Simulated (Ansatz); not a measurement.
The cation of C2H6Si (`C[Si]C`) at the neutral geometry.

```yaml
crystal:
  periodic: [false, false, false]
  atoms:
    - {symbol: C, position_ang: [-0.527427, 1.047300, -0.805291]}
    - {symbol: Si, position_ang: [0.896772, -0.199698, -0.912831]}
    - {symbol: C, position_ang: [0.601929, -1.069429, 0.745965]}
    - {symbol: H, position_ang: [-1.430677, 0.480447, -1.082191]}
    - {symbol: H, position_ang: [-0.439686, 1.875014, -1.510957]}
    - {symbol: H, position_ang: [-0.703532, 1.436689, 0.202630]}
    - {symbol: H, position_ang: [-0.455598, -1.193021, 1.000959]}
    - {symbol: H, position_ang: [1.117940, -2.026568, 0.837276]}
    - {symbol: H, position_ang: [1.028780, -0.397035, 1.507139]}
basis:
  gaussian: {orbitals: def2-QZVPP}
total_charge: 1
magnetization: {spin_polarized: true, initial_magnetization: 1}
correlation: {method: mp2}
scf: {omitted_lower_state_checks: [cluster_reference]}
```

```sh
$ ansatz run in.yaml --threads 2 --pin off --events-out ev --progress --plain
```

It prints (some lines left out):

```
Functional definition: HF
2124 factors; integrals over basis functions are off by at most 8.9e-4 eV
mean field evaluation 1: about -10003.9509 eV, gradient 3.7e1 eV
mean field evaluation 2: about -10003.9519 eV, gradient 3.7e1 eV
mean field evaluation 4: about -10010.9669 eV, gradient 2.7e0 eV
mean field evaluation 8: about -10011.0844 eV, gradient 2.2e-3 eV
mean field -10011.08441955 eV, -367.9005666616 hartree, gradient 4.0e-6 eV, S^2 0.760907; 1 other end points of the search recorded, 0 dependent functions left out
7 core orbitals not correlated: weight in the atoms' cores, before any rotation towards them, 1.000 or more for the frozen orbitals, at most 0.000 for the correlated occupied ones
reference -10011.08441955 eV, -367.9005666616 hartree; 9, 8 occupied and 348, 349 virtual orbitals, 2124 factors
second order -12.43170751 eV of doubles, -0.00000000 eV of singles
Total energy: -10023.51612706 eV, -368.3574234861 hartree
Checks for a lower state left out: cluster_reference
```

Hardware: 2 threads of a server CPU on a shared host. Wall time 25 s, peak host memory 1.6 GiB.
